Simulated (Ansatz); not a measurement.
Geometry optimisation, RKS PBE0-D4/def2-SVP in Ansatz 0.2.0.

Input:

```yaml
crystal:
  periodic: [false, false, false]
  atoms:
    - { symbol: B, position_ang: [0.0, 0.0, 0.0] }
    - { symbol: H, position_ang: [0.0, 0.0, 1.19] }
    - { symbol: Cl, position_ang: [1.6108, 0.0, -0.93] }
    - { symbol: C, position_ang: [-1.3856, 0.0, -0.8] }
    - { symbol: H, position_ang: [-1.9458, -0.9305, -0.5708] }
    - { symbol: H, position_ang: [-1.9898, 0.8797, -0.4946] }
    - { symbol: H, position_ang: [-1.1839, 0.0508, -1.8903] }
basis:
  gaussian: { orbitals: def2-SVP }
hamiltonian:
  xc: pbe0
  dispersion: d4
relax:
  f_tol: 0.02
  max_steps: 40
```

Launched with:

```bash
$ ansatz run input.yaml --threads 1 --pin off --max-ram 2048MiB --backend cpu --events-out ev --progress --plain --runs-dir out
```

Where does it end, and by what steps?

The run converged. After 4 steps the energy has fallen by 0.185 eV; Cl3 moved furthest, 0.10 Å.

| step | energy less start (eV) | largest force component (eV/Å) | accepted |
| --- | --- | --- | --- |
| 0 | 0.0000 | 1.719 | yes |
| 1 | -0.1526 | 0.878 | yes |
| 2 | -0.1835 | 0.199 | yes |
| 3 | -0.1845 | 0.095 | yes |
| 4 | -0.1851 | 0.010 | yes |

```xyz
7
Properties=species:S:1:pos:R:3
B -0.006 0.001 -0.037
H 0.032 -0.012 1.170
Cl 1.549 0.005 -0.849
C -1.345 0.006 -0.826
H -1.919 -0.897 -0.549
H -1.965 0.854 -0.487
H -1.240 0.043 -1.919
```

Time of the run: 8.9 s on 1 thread of Arm Neoverse V2 (shared host), peak memory 0.13 GiB.
